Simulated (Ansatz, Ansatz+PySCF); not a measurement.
```yaml
atoms:
  - { symbol: C, position_ang: [0.0000, 0.0000, -0.1796] }
  - { symbol: H, position_ang: [0.0000, 0.8619, 0.5389] }
  - { symbol: H, position_ang: [0.0000, -0.8619, 0.5389] }
```

RHF-MP2 on singlet CH2 was run in several spherical basis sets with Ansatz (development build ahead of 0.2.0). Frozen core: 1 orbital. Caution: another spin multiplicity may lie lower. Caution for RHF-MP2: an unrestricted determinant lies well below; in another basis set an unrestricted determinant lies well below.

Question: Rank the basis sets by the total energy that they give, lowest first, with the distance from the lowest.
A. cc-pVTZ
B. 6-31G(d)
C. def2-SVP

Answer: A (0.00 eV), B (1.70 eV), C (2.08 eV).

Totals follow the description of the cores as much as that of the bonds, so this order isn't one of quality for chemistry.
